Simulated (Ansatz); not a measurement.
This geometry of ClH3Si + H2O (8 atoms, charge 0, multiplicity 1) is a first-order saddle point.

These are results of RKS B3LYP/def2-TZVP in Ansatz, not measurements.

```xyz
8
Properties=species:S:1:pos:R:3
Si -0.416 -0.262 -0.579
Cl 2.030 -0.401 -0.564
H -0.461 -1.715 -0.788
H -0.268 0.649 -1.725
H -1.809 0.060 -0.111
H 1.121 0.357 1.053
O 0.126 0.285 1.142
H -0.324 1.027 1.572
```

Task: Which two structures does it join? (They come from a converged band through this point; their orientation in space is the band's.)

Result: Bonds broken: Si1–Cl2, H6–O7. Bonds formed: Si1–O7, Cl2–H6. ClH3Si + H2O becomes ClH + H4OSi.

Image 0:

```xyz
8
Properties=species:S:1:pos:R:3
Si -0.419 -0.722 -1.051
Cl 1.524 -1.083 -0.394
H -0.626 -1.566 -2.245
H -0.533 0.703 -1.408
H -1.356 -1.098 0.020
H 0.890 0.591 1.605
O 0.109 1.132 1.772
H 0.410 2.043 1.700
```

Image 10:

```xyz
8
Properties=species:S:1:pos:R:3
Si -0.992 -0.073 -0.658
Cl 3.087 -0.561 1.141
H -0.332 -1.195 -1.351
H -1.243 1.048 -1.595
H -2.285 -0.505 -0.073
H 1.864 -0.212 0.875
O 0.073 0.386 0.540
H -0.172 1.113 1.120
```

Task: How far does it lie above each of them?

Result: 22.7 kcal/mol above the first and 24.5 kcal/mol above the second. This is the barrier of this one path; another mechanism may lie lower. The orbitals stay closed-shell, which can raise the energy where a bond breaks towards radicals; this wasn't checked here.

Time of the run: 7.4 min on 4 threads of Arm Neoverse N1 (shared host), peak memory 0.26 GiB.
